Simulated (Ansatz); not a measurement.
Reactions of C3H5FO2 (`C=C(O)OCF`).

Gas-phase electronic energies from Ansatz, PBE0-D4/def2-TZVP geometries. CCSD(T)/CBS adds triple-zeta CCSD(T) − MP2 to the extrapolated MP2 energy (def2 sets, frozen cores). This one scheme is used for every species. Functionals use def2-TZVPP. Each species was taken in one conformer, which may not be the lowest.

```tsv
reaction	CCSD(T)/CBS(def2) (kJ/mol)
`C=C(O)OCF` + `CC(O)F` → `CC(F)OCF` + `C=C(O)O`	-16
`C=C(O)OCF` + H–F → `C=C(O)F` + `OCF`	10
`C=C(O)OCF` + H₂O → `C=C(O)O` + `OCF`	-6
`C=C(O)OCF` + `FCF` → `FCC(F)F` + `C=C(O)O`	?
```

(1) Fill in the missing values. (Estimate.)

Largest T1 diagnostic: 0.012, for `C=C(O)OCF`.

Answers

(1) Computed: `C=C(O)OCF` + `FCF` → `FCC(F)F` + `C=C(O)O`: -37.1 kJ/mol.
